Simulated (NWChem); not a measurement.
# C4H10S (diethyl sulfide) at 4 levels

Wanted: a comparison of 4 runs (HF/6-31G*, MP2/6-31G*, CCSD/6-31G*, CCSD(T)/6-31G*) of C4H10S (diethyl sulfide). 

The calculation is run with NWChem 7.3.0.

### Step 1. The structure to begin with

The species is C4H10S (15 atoms), meant as a singlet with charge 0. SMILES: `CCSCC`. The C1–C2 distance was set to 1.970 Å, away from the relaxed value.

Bond lengths: C2–S3 1.806 Å, S3–C4 1.806 Å, C4–C5 1.515 Å, C1–H6 1.092 Å, C1–H7 1.094 Å, C1–H8 1.092 Å, C2–H9 1.093 Å, C2–H10 1.093 Å, C4–H11 1.093 Å, C4–H12 1.093 Å, C5–H13 1.092 Å, C5–H14 1.092 Å, C5–H15 1.094 Å. Some angles: C2–S3–C4 102.2°, S3–C4–C5 114.8°, S3–C2–H9 103.6°, S3–C2–H10 109.5°, S3–C4–H11 109.5°, S3–C4–H12 103.6°, C5–C4–H11 111.2°, C5–C4–H12 110.6°, C4–C5–H13 110.9°, C4–C5–H14 111.6°. A long bond or contact: C1–C2 1.970 Å.

### Step 2. A single-point energy at HF/6-31G(d) (spherical functions) (run 1)

File work.nw:

```
start work
title "C4H10S"
memory 2200 mb

geometry noautosym nocenter noautoz
  C    -2.292790    0.334714   -0.029072
  C    -0.909300   -0.781100   -0.878900
  S     0.234800   -1.576900    0.269900
  C     1.046600   -0.160100    1.041900
  C     1.852100    0.706000    0.094600
  H    -2.862290   -0.241786    0.702328
  H    -2.986090    0.722414   -0.780972
  H    -1.856490    1.193714    0.485528
  H    -1.365700   -1.620400   -1.409900
  H    -0.344200   -0.212900   -1.622000
  H     0.307100    0.431800    1.587200
  H     1.697200   -0.614700    1.793500
  H     2.597900    0.111800   -0.436800
  H     1.214400    1.189000   -0.649100
  H     2.367900    1.497700    0.645600
end

basis "ao basis" spherical bse
  C library 6-31G*
  S library 6-31G*
  H library 6-31G*
end

scf
  thresh 1e-08
  maxiter 80
  noprint "final vectors analysis"
end

task scf energy
```

Launch:

```console
$ nwchem work.nw > work.out
```

Log:

```text
[...]
  functions       =    94
[...]
  wavefunction    = RHF
[...]
         Total SCF energy =   -554.742643742541
      One-electron energy =  -1220.847947806054
      Two-electron energy =    434.460515687862
 Nuclear repulsion energy =    231.644788375650
        Time for solution =     19.7s
[...]
```

It took 21 s on 1 thread of Intel Xeon 6975P-C (Granite Rapids), shared host; peak memory 0.1 GiB.

### Step 3. The energy at MP2/6-31G(d) (spherical functions) (run 2)

File c4h10s.nw:

```
start c4h10s
title "C4H10S energy"
memory total 2200 mb
charge 0

geometry units angstroms noautosym nocenter noautoz
   C       -2.292790       0.334714      -0.029072
   C       -0.909300      -0.781100      -0.878900
   S        0.234800      -1.576900       0.269900
   C        1.046600      -0.160100       1.041900
   C        1.852100       0.706000       0.094600
   H       -2.862290      -0.241786       0.702328
   H       -2.986090       0.722414      -0.780972
   H       -1.856490       1.193714       0.485528
   H       -1.365700      -1.620400      -1.409900
   H       -0.344200      -0.212900      -1.622000
   H        0.307100       0.431800       1.587200
   H        1.697200      -0.614700       1.793500
   H        2.597900       0.111800      -0.436800
   H        1.214400       1.189000      -0.649100
   H        2.367900       1.497700       0.645600
end

basis spherical bse
   C library 6-31G*
   S library 6-31G*
   H library 6-31G*
end

scf
   thresh 1e-08
   maxiter 80
   noprint "final vectors analysis"
end

mp2
   freeze core 9
   tight
end

task mp2 energy
```

Launch:

```console
$ nwchem c4h10s.nw > c4h10s.out
```

Log:

```text
[...]
  functions       =    94
[...]
  wavefunction    = RHF
[...]
         Total SCF energy =   -554.742643742541
      One-electron energy =  -1220.847947806054
      Two-electron energy =    434.460515687862
 Nuclear repulsion energy =    231.644788375650
        Time for solution =     19.6s
[...]
          Total MP2 energy          -555.391444161618
[...]
```

It took 24 s on 1 thread of Intel Xeon 6975P-C (Granite Rapids), shared host; peak memory 0.28 GiB.

Run 3 isn't shown in full; the table further down has it.

### Step 4. A single-point energy at CCSD(T)/6-31G(d) (spherical functions) (run 4)

File input.nw:

```
start input
title "C4H10S ccsd(t)"
memory 2200 mb
geometry units angstroms noautosym nocenter noautoz
 C    -2.292790    0.334714   -0.029072
 C    -0.909300   -0.781100   -0.878900
 S     0.234800   -1.576900    0.269900
 C     1.046600   -0.160100    1.041900
 C     1.852100    0.706000    0.094600
 H    -2.862290   -0.241786    0.702328
 H    -2.986090    0.722414   -0.780972
 H    -1.856490    1.193714    0.485528
 H    -1.365700   -1.620400   -1.409900
 H    -0.344200   -0.212900   -1.622000
 H     0.307100    0.431800    1.587200
 H     1.697200   -0.614700    1.793500
 H     2.597900    0.111800   -0.436800
 H     1.214400    1.189000   -0.649100
 H     2.367900    1.497700    0.645600
end
basis spherical bse
 * library 6-31G*
end
scf
 thresh 1e-08
 maxiter 80
end
ccsd
 freeze core 9
 maxiter 60
end
task ccsd(t) energy
```

Launch:

```console
$ nwchem input.nw > input.out
```

Log:

```text
[...]
  functions       =    94
[...]
  wavefunction    = RHF
[...]
         Total SCF energy =   -554.742643742541
      One-electron energy =  -1220.847947806054
      Two-electron energy =    434.460515687862
 Nuclear repulsion energy =    231.644788375650
        Time for solution =     19.6s
[...]
 Total MP2 energy:           -555.391444161617869
[...]
             energy      energy      error      ampl     ampl      Block
                                                time     time      time
[...]
 Total CCSD energy:           -555.460109211419990
[...]
 Total CCSD+T(CCSD) energy:           -555.483674103370504
[...]
 Total CCSD(T) energy:                -555.482679505928104
[...]
```

Run time: 3.2 min. Hardware: 1 thread of Intel Xeon 6975P-C (Granite Rapids), shared host; peak memory 0.32 GiB.

### Step 5. Overview of the runs

| run | level | module | frozen core orbitals | energy (Eh) | wall time |
| --- | --- | --- | --- | --- | --- |
| 1 | HF/6-31G* (spherical functions) | scf | – | -554.742644 | 21 s |
| 2 | MP2/6-31G* (spherical functions) | mp2 | 9 | -555.391444 | 24 s |
| 3 | CCSD/6-31G* (spherical functions) | ccsd | 9 | -555.460109 | 2.5 min |
| 4 | CCSD(T)/6-31G* (spherical functions) | ccsd(t) | 9 | -555.482680 | 3.2 min |

### Step 6. What came out

| quantity | value |
| --- | --- |
| run 4: total energy | -555.48268 Eh |
| run 4: HOMO energy (Hartree–Fock orbitals) | -8.78 eV |
| run 4: LUMO energy (Hartree–Fock orbitals) | 4.95 eV |
| run 4: HOMO–LUMO gap (Hartree–Fock orbitals) | 13.73 eV |
| run 4: correlation energy (9 core orbitals frozen) | -740.0 mEh |
| run 4: (T) correction | -22.57 mEh |

In words: Below the HF energy at the same shape and in the same basis (6-31G*): MP2 -648.8 mEh; CCSD -717.5 mEh; CCSD(T) -740.0 mEh. All runs together took 6.4 min, the longest 3.2 min.
